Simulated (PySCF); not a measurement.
Be: ionisation energy

Be [He] 2s2 (1S) → Be⁺ [He] 2s1 (2S), as a difference of total energies. Computed with PySCF 2.14 in dyall-acv3z (15s9p4d2f, 76 functions), with no relativity, point nucleus. Correlated levels: valence: 1s2 frozen; virtual orbitals above 40 to 60 times the deepest correlated orbital energy dropped. The calculations carry no spin-orbit coupling.

| method | ionisation energy (eV) |
| --- | --- |
| UHF | 8.043 |
| MP2 (valence) | 8.837 |
| SCS-MP2 (valence) | 8.996 |
| CCSD (valence) | 9.295 |

**Question.** How much does correlation contribute at MP2 (valence)?

**Answer.** 8.837 − (8.043) = 0.794 eV, measured against UHF.

Errors of the correlated levels include the incompleteness of this basis and the frozen core.

With two correlated electrons CCSD is exact in that space.

For comparison: 9.323 eV (measured; NIST Atomic Spectra Database, ionization energies).
